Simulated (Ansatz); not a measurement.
```yaml
crystal:
  periodic: [false, false, false]
  atoms:
    - {symbol: V, position_ang: [0.000000, 0.000000, 0.000000]}
    - {symbol: B, position_ang: [0.000000, 0.000000, 2.290000]}
basis:
  gaussian: {orbitals: def2-TZVP}
magnetization: {spin_polarized: true, initial_magnetization: 2}
hamiltonian: {xc: pbe0}
relax: {f_tol: 0.004, max_steps: 80}
```

```sh
$ ansatz run in.yaml --threads 1 --pin off --events-out ev --progress --plain --max-ram 2176MiB
```

Steps of the relaxation (energy above the last step; positions in Å, forces in eV/Å):

```
2
step 1, 190.0 meV
V     0.000    0.000    0.000    0.000    0.000    1.134
B     0.000    0.000    2.290    0.000    0.000   -1.134
```

```
2
step 2, 28.4 meV
V     0.000    0.000    0.096    0.000    0.000    0.502
B     0.000    0.000    2.194    0.000    0.000   -0.502
```

```
2
step 3, 0.0 meV
V     0.000    0.000    0.148    0.000    0.000    0.014
B     0.000    0.000    2.142    0.000    0.000   -0.014
```

```
2
step 4, 0.0 meV
V     0.000    0.000    0.150    0.000    0.000    0.001
B     0.000    0.000    2.140    0.000    0.000   -0.001
```

Close pairs at the end: V1–B2 1.991 Å.

A stationary point of unrestricted PBE0 after 4 steps, with ⟨S²⟩ = 3.610 against 2.00 for a pure state. 2.3 min on 1 thread of Arm Neoverse V2, shared host.
